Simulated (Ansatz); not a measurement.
# SiO+ (quartet): wave-function methods side by side at distance Si1–O2 = 5.752 Å, 6-31G

How much of the correlation energy of SiO+ (quartet) does each wave-function method recover here?

Computed with Ansatz 0.2.0, Gaussian basis. Level: 6-31G, core rule «outside noble gas», up to 6 orbitals frozen.

To be run: UHF; CCSD(T) on ROHF; CCSD(T) on UHF; BCCD(T) on ROHF; CISD; CCSDT(Q) on ROHF; CCSDT(Q) on UHF; CISDTQ; CCSDTQ on ROHF; CCSDTQ on UHF; CASSCF and MRCISD+Q, 5 electrons in 5 orbitals; CASSCF and NEVPT2, 5 electrons in 5 orbitals; CASSCF and MRCISD+Q, 9 electrons in 8 orbitals; CASSCF and NEVPT2, 9 electrons in 8 orbitals; Full CI; Full CI in the symmetry of the determinant.

19 further runs of the same task are left out: 12 that didn't finish, 7 set aside as unsound or not needed.

## 1. The geometry

The geometry derives from a PBE0/def2-TZVP stationary point (not a proven minimum). One bond is set to the value named and the two fragments are kept rigid.

2 atoms, charge 1, spin multiplicity 4.

Atoms are counted from 1 here; the program's logs count them from 0.

No contacts short enough for the rule that draws bonds.

## 2. UHF

in.yaml

```yaml
crystal:
  periodic: [false, false, false]
  atoms:
    - {symbol: Si, position_ang: [0.000000, 0.000000, 0.000000]}
    - {symbol: O, position_ang: [0.000000, 0.000000, 5.752000]}
basis:
  gaussian: {orbitals: 6-31G}
total_charge: 1
magnetization: {spin_polarized: true, initial_magnetization: 3}
hamiltonian: {xc: hf}
output: {orbitals: {seedname: orbitals}}
```

Started as:

```sh
> ansatz run in.yaml --threads 1 --pin off --events-out ev --progress --plain --max-ram 2393MiB
```

After this run come: CCSD(T) on ROHF; CCSD(T) on UHF; BCCD(T) on ROHF; CISD; CCSDT(Q) on ROHF; CCSDT(Q) on UHF; CISDTQ; CCSDTQ on ROHF; CCSDTQ on UHF; CASSCF and MRCISD+Q, 5 electrons in 5 orbitals; CASSCF and NEVPT2, 5 electrons in 5 orbitals; CASSCF and MRCISD+Q, 9 electrons in 8 orbitals; CASSCF and NEVPT2, 9 electrons in 8 orbitals; Full CI; Full CI in the symmetry of the determinant.

Before running them: what should the planned runs give, taken together? Wanted: FCI below the RHF energy; RMP2 from FCI; UMP2 from FCI; RCCSD from FCI; RCCSD(T) from FCI; UCCSD(T) from FCI; RCCSDT(Q) from FCI; UCCSDT(Q) from FCI; NEVPT2 pair from FCI.

As calculated:

| quantity | value |
| --- | --- |
| FCI below the RHF energy | -2.4714 eV |
| RMP2 from FCI | +595.6 meV |
| UMP2 from FCI | +576.0 meV |
| RCCSD from FCI | +13.8 meV |
| RCCSD(T) from FCI | +3.1 meV |
| UCCSD(T) from FCI | +2.0 meV |
| RCCSDT(Q) from FCI | +0.1 meV |
| UCCSDT(Q) from FCI | -1.1 meV |
| NEVPT2 pair from FCI | +511.7 meV |
| NEVPT2 valence from FCI | +509.5 meV |
| MRCISD+Q valence from FCI | +3.5 meV |
| levels within 1 kcal/mol (43 meV) | RCCSD, UCCSD, RCCSD(T), UCCSD(T), BCCD(T), RCCSDT, UCCSDT, CISDTQ, RCCSDT(Q), UCCSDT(Q), RCCSDTQ, UCCSDTQ, MRCISD valence, MRCISD+Q valence |
| T1 diagnostic | 0.009 |
| effectively unpaired electrons | 3.04 |

**Reading.** RCCSD(T) misses by +3.1 meV, 0.1 % of the correlation energy. One determinant dominates. Of the multireference levels listed MRCISD+Q valence comes nearest in total energy (+3.5 meV), which doesn't show that its space is the better one. These misses are within one basis, not against nature; the frozen cores of restricted and unrestricted runs differ, which can shift their rows.
